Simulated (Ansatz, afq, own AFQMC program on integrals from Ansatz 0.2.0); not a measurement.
AFQMC on a folder of integrals that Ansatz 0.2.0 wrote.

```yaml
crystal:
  periodic: [false, false, false]
  atoms:
    - {symbol: Al, position_ang: [0.000000, 0.000000, 1.432992]}
    - {symbol: O, position_ang: [0.000000, 0.000000, -0.241478]}
    - {symbol: H, position_ang: [0.000000, 0.000000, -1.191514]}
basis:
  gaussian: {orbitals: cc-pVDZ}
magnetization: {spin_polarized: false}
correlation: {method: ccsd_t, electrons: outside_noble_gas, hamiltonian_folder: ham}
```

```sh
$ ansatz run in.yaml --threads 1 --pin off --events-out ev --progress --plain --max-ram 1843MiB
```

afq runs on the folder ham with

```
--method phaseless --trial cisd --walkers 100 --populations 1 --least-time 40 --time-step 0.005 --steps-per-block 50 --equilibration-blocks 28 --max-blocks 300 --target-error 0.00038 --factor-cut 1e-05 --seed 695 --release-times 0.24,0.51,0.99,1.62,2.4 --release-step 0.03 --release-every 4 --taylor-order 6
```

Times are imaginary, in 1/Eh. The walk had a cap of 512 s.

Log:

```
orbitals 31  electrons 5 5  factors 214 of 353
reference energy -317.40541667 Eh
CCSD correlation -0.25335299 Eh in 10 cycles, weight of the determinant in the CISD state 0.8887
energy of the start -317.658770 Eh
 block  time / (1/Eh)  mean weight  energy / Eh
     1     0.250  0.9989  -317.655766
     2     0.500  1.0006  -317.657182
     3     0.750  0.9997  -317.657292
     4     1.000  1.0010  -317.661802
     5     1.250  1.0008  -317.665225
     7     1.750  1.0015  -317.667835
     9     2.250  0.9992  -317.667646
    17     4.250  0.9999  -317.663931
    33     8.250  1.0021  -317.667626
    49    12.250  1.0006  -317.666000
    65    16.250  0.9995  -317.667906
    81    20.250  1.0006  -317.676373
    97    24.250  0.9987  -317.661712
   113    28.250  0.9972  -317.671140
   129    32.250  1.0020  -317.671436
   145    36.250  1.0022  -317.668203
   153    38.250  1.0010  -317.659053
   161    40.250  0.9984  -317.660748
   177    44.250  0.9996  -317.668243
   193    48.250  1.0024  -317.665610
   209    52.250  1.0003  -317.661669
   225    56.250  1.0015  -317.664090
   241    60.250  1.0032  -317.663417
   257    64.250  1.0019  -317.668480
   273    68.250  1.0009  -317.674190
   289    72.250  1.0004  -317.664274
   305    76.250  0.9985  -317.667665
   321    80.250  1.0027  -317.660639
blocks merged  error / Eh  count
     1  0.000295  300
     2  0.000361  150
     4  0.000434  75
     8  0.000430  37
    16  0.000520  18
    32  0.000576  9
released: time / (1/Eh)  energy / Eh  error  mean overlap
  0.24  -317.665257  0.000433  1.0026
  0.51  -317.665181  0.000392  1.0028
  0.99  -317.665519  0.000418  1.0069
  1.62  -317.666153  0.000404  0.9827
  2.40  -317.665522  0.000476  0.9919
energy -317.665333 +/- 0.000520 Eh
(rows thinned)
```

The run passed its tests (sampling time, drift between the halves within three errors, error under three times the target), which doesn't prove that it has relaxed.

Against this walk (error 14.1 meV) on the same determinant: CCSD(T) 24.1 meV higher (within the noise), CCSDT(Q) 9.0 meV lower (within the noise). The error is statistical and leaves out the bias of the constraint. Released to 2.40 1/Eh the energy moves by -5 ± 19 meV (both errors), within twice the noise.

Cautions: constraint bias not in the error; error above the target (14.1 against 10.3 meV).

The walk took 5 min on 1 thread of Intel(R) Xeon(R) Platinum 8259CL CPU @ 2.50GHz (Skylake/Cascade Lake) (shared host). The log's last line is the phaseless energy.

CCSDT and higher add their correlation energy to the determinant of the CCSD(T) run, since their own runs factorise the integrals more tightly (a shift of under 2 meV). A walk keeps the symmetry of its determinant, which the program's search chose and which needn't be the lowest solution, so a lower state of the same spin and another symmetry isn't excluded.
